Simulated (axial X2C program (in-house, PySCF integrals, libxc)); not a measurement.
# Linear OSiO²⁺ at several levels

How do method and spin–orbit coupling move the bonds and stretches of OSiO²⁺, held linear?

Method: all-electron X2C, two-component (2c) or spin-free, O dyall-av3z, Si dyall-v3z; program: an in-house X2C program for linear molecules on PySCF integrals.

All values are calculated.

2 further runs of the same task are left out: 2 set aside as unsound or not needed.

### Step 1. Set-up

The input, task.json:

```json
{"zs": [8, 14, 8], "q": 2, "bas": ["dyall-av3z", "dyall-v3z", "dyall-av3z"], "r0": [1.64, 1.64], "symm": 1, "scan": ["PBE0", "HF", "B3LYP"], "levels": ["PBE0", "HF", "BHandHLYP"], "nst": 2}
```

Keys: zs atomic numbers; q charge; bas basis sets; r0 starting distance in Å; symm equal bonds; scan levels of the two-bond scan; levels methods; nst determinants followed.

Started as:

```
> python solin.py task.json out
```

Masses O 15.995, Si 27.977, O 15.995 u.

### Step 2. Scan at PBE0, 2c

State: Ω = 3 (beyond evenly filled blocks: 2 × ω = 3/2). Energies above the lowest point, from the job's result record:

```
r(O–Si) (Å)  r(Si–O) (Å)  E (meV)
     1.5931       1.5931    52.25
     1.5931       1.6340    26.37
     1.5931       1.6748    54.99
     1.6340       1.5931    26.37
     1.6340       1.6340     0.00
     1.6340       1.6748    28.16
     1.6340       1.7157    98.49
     1.6748       1.5931    54.99
     1.6748       1.6340    28.16
     1.6748       1.6748    55.89
     1.7157       1.6340    98.49
     1.7157       1.7157   195.39
```

A quadratic surface with cubic terms in each bond gives the minimum at 1.632 and 1.632 Å, force constants 5.3, 5.3 and coupling -0.04 mdyn/Å.

### Step 3. Scan at HF, 2c

State: Ω = 3 (beyond evenly filled blocks: 2 × ω = 3/2). Energies above the lowest point, from the job's result record:

```
r(O–Si) (Å)  r(Si–O) (Å)  E (meV)
     1.5931       1.5931     0.00
     1.5931       1.6340    28.36
     1.5931       1.6748   105.85
     1.6340       1.5931    28.36
     1.6340       1.6340    57.31
     1.6340       1.6748   135.64
     1.6340       1.7157   248.57
     1.6748       1.5931   105.85
     1.6748       1.6340   135.64
     1.6748       1.6748   215.23
     1.7157       1.6340   248.57
     1.7157       1.7157   447.72
```

A quadratic surface with cubic terms in each bond gives the minimum at 1.595 and 1.595 Å, force constants 6.21, 6.21 and coupling 0.14 mdyn/Å.

### Step 4. Scan at B3LYP, 2c

State: Ω = 3 (beyond evenly filled blocks: 2 × ω = 3/2). Energies above the lowest point, from the job's result record:

```
r(O–Si) (Å)  r(Si–O) (Å)  E (meV)
     1.5931       1.5931    73.71
     1.5931       1.6340    37.11
     1.5931       1.6748    54.73
     1.6340       1.5931    37.11
     1.6340       1.6340     0.00
     1.6340       1.6748    17.12
     1.6340       1.7157    76.14
     1.6748       1.5931    54.73
     1.6748       1.6340    17.12
     1.6748       1.6748    33.77
     1.7157       1.6340    76.14
     1.7157       1.7157   150.49
```

A quadratic surface with cubic terms in each bond gives the minimum at 1.640 and 1.640 Å, force constants 5.03, 5.03 and coupling -0.05 mdyn/Å.

### Step 5. The levels side by side

| level | r(O–Si) (Å) | r(Si–O) (Å) | lower stretch (cm⁻¹) | upper stretch (cm⁻¹) |
| --- | --- | --- | --- | --- |
| PBE0, 2c | 1.632 | 1.632 | 747.3 | 1102.6 |
| HF, 2c | 1.595 | 1.595 | 820.7 | 1174.7 |
| B3LYP, 2c | 1.640 | 1.640 | 727.2 | 1074.2 |
| PBE0, spin-free | 1.632 | 1.632 | 747.3 | 1102.7 |
| HF, spin-free | 1.595 | 1.595 | 820.8 | 1174.9 |
| B3LYP, spin-free | 1.640 | 1.640 | 727.2 | 1074.3 |

Scans not shown above were run alike.

In words: Over the levels the O–Si bond spans 1.595 to 1.640 Å and the Si–O bond 1.595 to 1.640 Å. At PBE0 spin–orbit coupling leaves both bonds unchanged to 0.001 Å. Each state is one determinant, the lowest of a limited PBE0 search; the stretches come from a fit to few points and are good to some per cent at best. The stretches are sorted by size, and where the two bonds are alike the symmetric and antisymmetric modes can swap order between levels. A multiply charged ion may be only metastable. The molecule was held linear; bending was not examined, so a bent shape may lie lower. Open-shell Ω = 0 determinants with evenly filled partner blocks cannot be reached by this program, so the Ω shown need not be the lowest component. Note: functional without a current term on a determinant with orbital currents, of the molecule or an atom. Note: several unpaired electrons, one determinant need not be a pure state.
